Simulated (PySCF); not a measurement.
**Which functional comes closest?**

Molecule: Cyclopropanol (SMILES OC1CC1).

Geometry (Å), atoms numbered from 1 in this order:
```xyz
10

O     1.544   -0.188   -0.757
C     0.579   -0.246    0.234
C    -0.777   -0.687   -0.190
C    -0.551    0.743    0.228
H     2.136    0.541   -0.548
H     0.933   -0.595    1.215
H    -1.346   -1.350    0.466
H    -0.899   -0.877   -1.259
H    -0.536    1.494   -0.567
H    -0.958    1.089    1.182
```

Geometry PBE0-D3(BJ)/def2-SVP throughout; GIAO in PySCF 2.14, gas phase, one conformer, non-relativistic; equivalent atoms averaged; basis pcSseg-2.

Reference values (measured; solution, not stated per compound (mostly CDCl3 or CCl4); Pretsch, Buehlmann, Badertscher, Structure Determination of Organic Compounds, 4th ed. (2009)): δ(C2) = 45.7 ppm, δ(C3/C4) = 6.8 ppm, δ(H6) = 3.35 ppm. Computed shifts are taken against TMS, calculated as an isolated molecule at each level.

Q: How do the functionals HF, LDA, PBE, BLYP, BP86, OPBE, KT2, KT3, B97-D, B3LYP, PBE0, mPW1PW91, WP04, B97-2, BHandHLYP, CAM-B3LYP, wB97X-D, LC-wPBE perform against the reference? Times are CPU seconds on shared hosts with different chips, so compare them loosely; the GGAs took longer than the global hybrids here, which isn't the general rule, and the cause wasn't traced.

A: 
| functional | kind | C2 | C3/C4 | H6 | mean abs. error C | abs. error H | core-s |
| --- | --- | --- | --- | --- | --- | --- | --- |
| HF | Hartree–Fock | 40.2 | 6.7 | 2.96 | 2.8 | 0.39 | 7.6 |
| LDA | LDA | 52.7 | 10.8 | 3.64 | 5.5 | 0.29 | 20 |
| PBE | GGA | 51.5 | 10.6 | 3.56 | 4.8 | 0.21 | 33 |
| BLYP | GGA | 52.1 | 10.9 | 3.57 | 5.2 | 0.22 | 25 |
| BP86 | GGA | 51.5 | 10.7 | 3.53 | 4.8 | 0.18 | 25 |
| OPBE | GGA | 50.2 | 10.4 | 3.49 | 4.1 | 0.14 | 25 |
| KT2 | GGA | 49.3 | 9.1 | 3.57 | 2.9 | 0.22 | 25 |
| KT3 | GGA | 49.2 | 9.4 | 3.53 | 3.1 | 0.18 | 26 |
| B97-D | GGA | 50.7 | 10.3 | 3.52 | 4.2 | 0.17 | 27 |
| B3LYP | global hybrid | 49.6 | 10.1 | 3.40 | 3.6 | 0.05 | 18 |
| PBE0 | global hybrid | 48.5 | 9.7 | 3.35 | 2.8 | 0.00 | 16 |
| mPW1PW91 | global hybrid | 48.7 | 9.8 | 3.33 | 3.0 | 0.02 | 15 |
| WP04 | global hybrid | 51.2 | 10.8 | 3.22 | 4.8 | 0.13 | 15 |
| B97-2 | global hybrid | 48.4 | 9.7 | 3.34 | 2.8 | 0.01 | 14 |
| BHandHLYP | global hybrid | 46.0 | 8.9 | 3.21 | 1.2 | 0.14 | 14 |
| CAM-B3LYP | range-separated hybrid | 48.7 | 10.0 | 3.37 | 3.1 | 0.02 | 19 |
| wB97X-D | range-separated hybrid | 48.5 | 10.1 | 3.29 | 3.0 | 0.06 | 19 |
| LC-wPBE | range-separated hybrid | 48.4 | 10.4 | 3.28 | 3.1 | 0.07 | 28 |

For 13C the closest is BHandHLYP (1.2 ppm) and the furthest LDA (5.5 ppm).

For 1H the closest is PBE0 (0.00 ppm, with B97-2, mPW1PW91, CAM-B3LYP practically level) and the furthest HF (0.39 ppm). One molecule is a small sample, and vibrational and solvent effects are absent from the calculation.
